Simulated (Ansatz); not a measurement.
Born–Oppenheimer molecular dynamics of C$_{2}$H$_{4}$S$_{2}$ (8 atoms, charge 0, multiplicity 1). It goes on from the last frame of an earlier run, with new velocities.

All numbers below come from RKS PBE0-D4/def2-SVP in Ansatz.

```yaml
ensemble: NVE (Milne-controlled integrator)
time_step: 0.5 fs
steps_asked: 100
starting_velocities_drawn_for: 1000 K
seed: 575115
```

First frame:

```xyz
8
Properties=species:S:1:pos:R:3
S 0.055 1.867 -0.499
C -0.370 0.242 0.152
C 0.496 -0.887 0.182
S -1.169 -1.264 -0.566
H 0.625 1.700 -1.678
H -1.056 0.476 1.058
H 0.686 -1.454 1.130
H 1.293 -0.936 -0.627
```

(1) How far do the bonds stretch over the last three quarters of this one trajectory? (Pairs bonded in most of those frames.)

Answers

(1) 
| bond | mean (Å) | spread (Å) | shortest | longest |
| --- | --- | --- | --- | --- |
| S1–C2 | 1.850 | 0.048 | 1.73 | 1.91 |
| S1–H5 | 1.355 | 0.032 | 1.30 | 1.40 |
| C2–C3 | 1.508 | 0.072 | 1.39 | 1.62 |
| C2–S4 | 1.792 | 0.070 | 1.69 | 1.93 |
| C2–H6 | 1.098 | 0.037 | 1.04 | 1.15 |
| C3–S4 | 1.801 | 0.022 | 1.78 | 1.87 |
| C3–H7 | 1.101 | 0.037 | 1.05 | 1.16 |
| C3–H8 | 1.099 | 0.049 | 1.03 | 1.18 |

Mean temperature of the second half: 848 K. The conserved energy stayed within 0.085 meV per atom of its start (net change -0.036 meV per atom), so the integration is sound. A run of 0.05 ps of so small a system gives no equilibrium averages.

The run took 5.8 min on 1 thread of Arm Neoverse V1, with other jobs on the host, peak memory 0.16 GiB.
